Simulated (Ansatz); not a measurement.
Two isomers of C3H7FO2: A = `OCC(O)CF`, B = `CC(O)(F)CO`.

Program: Ansatz. Geometries: PBE0-D4/def2-TZVP. ΔE: electronic, gas phase. CCSD(T)/CBS adds triple-zeta CCSD(T) − MP2 to the extrapolated MP2 energy (def2 sets, frozen cores). Functionals use def2-TZVPP. B3LYP here is the variant with VWN-RPA as its local correlation; programs differ in this. Each species was taken in one conformer, which may not be the lowest.

Which isomer does CCSD(T)/CBS put lower? Give the gap. (Estimate.)

Ansatz gave: B, by 14.3 kcal/mol.

Give E(B) − E(A) in kcal/mol with B3LYP, HF/def2-TZVPP, CCSD(T)/def2-TZVPP, CCSD/def2-TZVPP, ωB97M-V, PBE-D4, B2PLYP. (An estimate is asked.)

Ansatz gave: B3LYP -13.6, HF/def2-TZVPP -13.7, CCSD(T)/def2-TZVPP -14.4, CCSD/def2-TZVPP -14.1, ωB97M-V -15.0, PBE-D4 -14.4, B2PLYP -14.1. None reverses the order clearly.

Largest T1 diagnostic: 0.011.

In def2-TZVPP, CCSD(T) changes the Hartree–Fock value by −0.7 kcal/mol (the triples alone add −0.3 kcal/mol) and MP2 by −1.0 kcal/mol.
